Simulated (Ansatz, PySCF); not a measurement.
Molecule: cyanoethylene, C3H3N, net charge 0, singlet state. 
Coordinates optimised at B3LYP-D3(BJ)/def2-TZVP (Ansatz, a first-principles code):
SMILES: C(#N)C=C
```xyz
7

C     -0.1624    -1.6316     0.0047
C      0.5687    -0.5193    -0.0022
C     -0.0050     0.7858    -0.0018
H     -1.2435    -1.6002     0.0112
H      0.3125    -2.6029     0.0041
H      1.6516    -0.5573    -0.0087
N     -0.4469     1.8501    -0.0016
```
Charge 0, spin multiplicity 1.

Property: atomisation energy (electronic, to ground-state atoms), in kJ/mol. Valence correlation only, unless marked. UHF or UKS for open shells. Spin-orbit coupling is left out. Non-relativistic unless marked X2C. The coupled-cluster limit lacks core correlation, which all-electron functionals hold. Basis-set limits of correlation are two-point, X^-3; Hartree-Fock from the larger set.

| level | program | atomisation energy (kJ/mol) | rough core time |
|---|---|---|---|
| HF/6-31G | Ansatz | 2048.8 | - |
| BHLYP-D4/def2-TZVPD | Ansatz + dftd4 | 3060.4 | under 20 s |
| TPSSh-D3(BJ)/def2-TZVPD | PySCF + dftd3 | 3187.4 | - |
| B2GP-PLYP-D4/def2-TZVPD | Ansatz + dftd4 | 3159.7 | under 20 s |
| B2GP-PLYP/def2-TZVPD | Ansatz | 3155.6 | under 20 s |
| B2PLYP-D4/def2-TZVPD | Ansatz + dftd4 | 3178.3 | under 20 s |
| RPA@PBE/cc-pVQZ | Ansatz | 2994.4 | 20 s |
| CCSD(T)/cc-pwCVTZ | Ansatz | 3095.4 | 50 s |
| X2C-CCSD(T)/cc-pVTZ-DK | Ansatz | 3086.5 | 24 s |
| CCSD(T)/CBS(cc-pVTZ,cc-pVQZ) | Ansatz | 3175.5 | 3 min |

Core times are rough, on shared machines, summed over the molecules involved; a dash marks a level read off another run, or run on other hardware, by another program or under a memory cap.

The Hartree-Fock reference is unstable (checked in the largest basis), which strains HF and MP2.
